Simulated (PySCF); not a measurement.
# Sulfur: a sound run and one with changed settings

Sound run: S [Ne] 3s2 3p4, S⁺ [Ne] 3s2 3p3. Computed with PySCF 2.14 in def2-TZVP, with no relativity, point nucleus. The sound run starts from symmetry-adapted Hartree-Fock orbitals and uses a fine grid where one is needed.

Changed run: radial step 0.5 in ln r (0.13 in the sound run). This setting is unsound on purpose.

```tsv
species	method	sound run (hartree)	changed run (hartree)	converged
S	UHF	-397.50196	-397.50196	yes
S	PBE	-397.93833	-397.95597	yes
S	B3LYP	-398.13237	-398.14291	yes
S⁺	UHF	-397.16268	-397.16268	yes
S⁺	PBE	-397.55541	-397.57479	yes
S⁺	B3LYP	-397.74484	-397.75624	yes
```

Ionisation energy of S:

```csv
method,sound run (eV),changed run (eV)
UHF,9.232,9.232
PBE,10.420,10.372
B3LYP,10.545,10.522
```

A coarse radial grid mis-integrates the density and the exchange-correlation energy, with errors of either sign; Hartree-Fock needs no grid.

For comparison, NIST gives 10.360 eV between the lowest levels.
